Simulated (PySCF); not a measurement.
Compound: C₅H₆.
Atom-mapped SMILES: `[CH2:1]=[CH:2][C:3]#[C:4][CH3:5]` (hydrogens: H6, H7 on C1; H8 on C2; H9, H10, H11 on C5)

The same species was optimised twice, with GFN2-xTB and with PBE0-D3(BJ)/def2-SVP (PySCF), and the same property calculations (PySCF, gas phase) were run on both structures.

| coordinate | GFN2-xTB | PBE0-D3(BJ)/def2-SVP | change |
| --- | --- | --- | --- |
| C1–H7 (Å) | 1.077 | 1.092 | +0.015 |
| C1–H6 (Å) | 1.077 | 1.093 | +0.016 |
| C2–H8 (Å) | 1.084 | 1.097 | +0.013 |
| C1=C2 (Å) | 1.328 | 1.341 | +0.013 |
| C3≡C4 (Å) | 1.203 | 1.216 | +0.013 |
| C2–C3 (Å) | 1.411 | 1.423 | +0.012 |
| C5–H9 (Å) | 1.090 | 1.102 | +0.012 |
| C5–H10 (Å) | 1.090 | 1.101 | +0.011 |
| C5–H11 (Å) | 1.090 | 1.101 | +0.011 |
| C4–C5 (Å) | 1.445 | 1.452 | +0.007 |
| C1–C2–H8 (°) | 121.0 | 119.0 | -2.0 |
| C1–C2–C3 (°) | 123.6 | 124.9 | +1.3 |
| C4–C5–H9 (°) | 109.9 | 111.1 | +1.2 |
| H10–C5–H11 (°) | 109.0 | 107.9 | -1.1 |
| H9–C5–H10 (°) | 108.8 | 107.6 | -1.2 |
| H9–C5–H11 (°) | 108.8 | 107.7 | -1.1 |
| C4–C5–H10 (°) | 110.1 | 111.2 | +1.1 |
| C4–C5–H11 (°) | 110.2 | 111.2 | +1.0 |

Rotational constants: A = 34219, B = 2174, C = 2070 MHz (GFN2-xTB) against A = 34666, B = 2117, C = 2020 MHz (PBE0-D3(BJ)/def2-SVP). Atoms that the bonding makes alike are paired by their places after alignment.

On the GFN2-xTB structure: HOMO (eV) -6.73 [PBE0/pcSseg-1]; LUMO (eV) -0.59 [PBE0/pcSseg-1]; dipole (D) 0.68 [PBE0/pcSseg-1]; GIAO shielding of C1 (ppm) 52.9 [PBE0/pcSseg-1]; GIAO shielding of C2 (ppm) 61.1 [PBE0/pcSseg-1]; GIAO shielding of C3 (ppm) 101.2 [PBE0/pcSseg-1]; GIAO shielding of C4 (ppm) 89.2 [PBE0/pcSseg-1]; GIAO shielding of C5 (ppm) 181.1 [PBE0/pcSseg-1].

Task: What do these properties become on the PBE0-D3(BJ)/def2-SVP structure?

Result: 
| property | level | on GFN2-xTB | on PBE0-D3(BJ)/def2-SVP | change |
| --- | --- | --- | --- | --- |
| HOMO (eV) | PBE0/pcSseg-1 | -6.73 | -6.74 | -0.01 |
| LUMO (eV) | PBE0/pcSseg-1 | -0.59 | -0.68 | -0.09 |
| dipole (D) | PBE0/pcSseg-1 | 0.68 | 0.68 | 0.00 |
| energy, GFN2-xTB geometry as zero (kcal/mol) | PBE0/pcSseg-1 | 0.0 | -0.3 | -0.3 |
| GIAO shielding of C1 (ppm) | PBE0/pcSseg-1 | 52.9 | 49.3 | -3.6 |
| GIAO shielding of C2 (ppm) | PBE0/pcSseg-1 | 61.1 | 57.7 | -3.4 |
| GIAO shielding of C3 (ppm) | PBE0/pcSseg-1 | 101.2 | 100.4 | -0.8 |
| GIAO shielding of C4 (ppm) | PBE0/pcSseg-1 | 89.2 | 87.5 | -1.7 |
| GIAO shielding of C5 (ppm) | PBE0/pcSseg-1 | 181.1 | 178.8 | -2.3 |

The heavy atoms differ by 0.024 Å rms after alignment. Among all bonds C1–H6 and C1–H7 change most and about equally (+0.015 to +0.016 Å). Changes are differences of the printed values. Neither structure is proved a minimum here.
